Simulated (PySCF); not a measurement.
Gas-phase reaction: Al₂H₆ ⇌ 2 Al + 6 H

Method: PySCF energies plus ideal-gas RRHO corrections (1 bar). † marks an energy on the PBE0/def2-TZVP geometry and frequencies; other levels use their own. MP2 and CCSD(T) freeze the core. 6-31G* has spherical d functions here. Open shells (unrestricted): Al (multiplicity 2, electronic degeneracy 6), H (multiplicity 2); the rest are closed-shell singlets. Spin-orbit splitting is ignored; it lowers the true energy and changes the entropy of Al. B3LYP is the form with VWN-RPA correlation. Al₂H₆: computed as isolated molecules; such fragments, hydroxides, amides, oligomers or adducts are transient or little studied in the gas. MP2 isn't extrapolated to the basis-set limit; its ΔH°(298 K) is 1727.0 kJ in def2-SVP and 1787.3 kJ in def2-TZVPP. CCSD(T) isn't extrapolated to the basis-set limit; its ΔH°(298 K) is 1776.5 kJ in def2-SVP and 1834.2 kJ in def2-TZVPP. The harmonic model lacks anharmonicity and excited electronic states, which grow with temperature; levels with a mode under 35 cm⁻¹ are left out.

```
level               ΔE electronic, kJ  ΔH°(298 K), kJ  ΔS°(298 K), J/K  ΔG°(2000 K), kJ
------------------  -----------------  --------------  ---------------  ---------------
B3LYP/6-31G*                     1899            1818              743              244
CCSD(T)/def2-SVP†                1857            1776              742              203
HF/6-31G*                        1500            1413              746             -173
MP2/def2-SVP†                    1808            1727              742              154
MP2/def2-TZVPP†                  1868            1787              742              214
PBE0/def2-TZVP                   1877            1797              742              223
ωB97M-V/def2-TZVP†               1939            1859              742              285
```
ΔH° is lowest at HF/6-31G* and highest at ωB97M-V/def2-TZVP†. No reference value is set beside these.
